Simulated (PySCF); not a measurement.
C₂HFN₂S.
Bonds: F1–C2, C2–N3 (aromatic), N3–C4 (aromatic), C4–S5 (aromatic), S5–N6 (aromatic), C2–N6 (aromatic). Hydrogens: H7 on C4.

The same species was optimised twice, with GFN2-xTB and with PBE0-D3(BJ)/def2-SVP (PySCF), and the same property calculations (PySCF, gas phase) were run on both structures.

| coordinate | GFN2-xTB | PBE0-D3(BJ)/def2-SVP | change |
| --- | --- | --- | --- |
| S5–N6 (Å) | 1.624 | 1.654 | +0.030 |
| C2–N3 (Å) | 1.343 | 1.354 | +0.011 |
| N3–C4 (Å) | 1.292 | 1.301 | +0.009 |
| C4–S5 (Å) | 1.728 | 1.720 | -0.008 |
| F1–C2 (Å) | 1.312 | 1.305 | -0.007 |
| C2–N6 (Å) | 1.302 | 1.300 | -0.002 |
| C2–N6–S5 (°) | 108.8 | 106.8 | -2.0 |
| N3–C2–N6 (°) | 119.7 | 121.4 | +1.7 |
| F1–C2–N3 (°) | 119.7 | 118.3 | -1.4 |
| C4–S5–N6 (°) | 91.1 | 91.9 | +0.8 |
| C2–N3–C4 (°) | 108.2 | 107.5 | -0.7 |
| F1–C2–N6 (°) | 120.6 | 120.3 | -0.3 |
| N3–C4–S5 (°) | 112.2 | 112.3 | +0.1 |

Rotational constants: A = 7859, B = 2774, C = 2050 MHz (GFN2-xTB) against A = 7783, B = 2778, C = 2048 MHz (PBE0-D3(BJ)/def2-SVP). Point groups within 0.08 Å: Cs and Cs.

On the GFN2-xTB structure: lowest singlet, TDDFT (eV) 5.38 [PBE0/def2-SVPD]; lowest triplet, Tamm–Dancoff (eV) 3.95 [PBE0/def2-SVPD]; isotropic polarisability (au) 51.3 [PBE0/def2-SVPD]; HOMO (eV) -8.25 [PBE0/def2-SVPD]; LUMO (eV) -1.77 [PBE0/def2-SVPD]; dipole (D) 2.99 [PBE0/def2-SVPD]; HOMO (eV) -8.25 [PBE0/pcSseg-1]; LUMO (eV) -1.74 [PBE0/pcSseg-1]; dipole (D) 3.15 [PBE0/pcSseg-1]; GIAO shielding of F1 (ppm) 260.7 [PBE0/pcSseg-1]; GIAO shielding of C2 (ppm) 10.2 [PBE0/pcSseg-1]; GIAO shielding of N3 (ppm) -51.6 [PBE0/pcSseg-1]; GIAO shielding of C4 (ppm) 4.8 [PBE0/pcSseg-1]; GIAO shielding of S5 (ppm) 88.4 [PBE0/pcSseg-1]; GIAO shielding of N6 (ppm) 5.4 [PBE0/pcSseg-1].

**Question.** What do these properties become on the PBE0-D3(BJ)/def2-SVP structure?

**Answer.** 
```csv
property,level,on GFN2-xTB,on PBE0-D3(BJ)/def2-SVP,change
"lowest singlet, TDDFT (eV)",PBE0/def2-SVPD,5.38,5.36,-0.02
"lowest triplet, Tamm–Dancoff (eV)",PBE0/def2-SVPD,3.95,4.00,+0.05
isotropic polarisability (au),PBE0/def2-SVPD,51.3,51.6,+0.3
HOMO (eV),PBE0/def2-SVPD,-8.25,-8.30,-0.05
LUMO (eV),PBE0/def2-SVPD,-1.77,-1.81,-0.04
dipole (D),PBE0/def2-SVPD,2.99,3.00,+0.01
"energy, GFN2-xTB geometry as zero (kcal/mol)",PBE0/def2-SVPD,0.0,-0.9,-0.9
HOMO (eV),PBE0/pcSseg-1,-8.25,-8.31,-0.06
LUMO (eV),PBE0/pcSseg-1,-1.74,-1.77,-0.03
dipole (D),PBE0/pcSseg-1,3.15,3.17,+0.02
"energy, GFN2-xTB geometry as zero (kcal/mol)",PBE0/pcSseg-1,0.0,-0.9,-0.9
GIAO shielding of F1 (ppm),PBE0/pcSseg-1,260.7,260.8,+0.1
GIAO shielding of C2 (ppm),PBE0/pcSseg-1,10.2,9.6,-0.6
GIAO shielding of N3 (ppm),PBE0/pcSseg-1,-51.6,-58.8,-7.2
GIAO shielding of C4 (ppm),PBE0/pcSseg-1,4.8,3.0,-1.8
GIAO shielding of S5 (ppm),PBE0/pcSseg-1,88.4,69.0,-19.4
GIAO shielding of N6 (ppm),PBE0/pcSseg-1,5.4,2.6,-2.8
```

The heavy atoms differ by 0.015 Å rms after alignment. Among bonds between heavy atoms S5–N6 changes most (+0.030 Å). Changes are differences of the printed values. Neither structure is proved a minimum here.
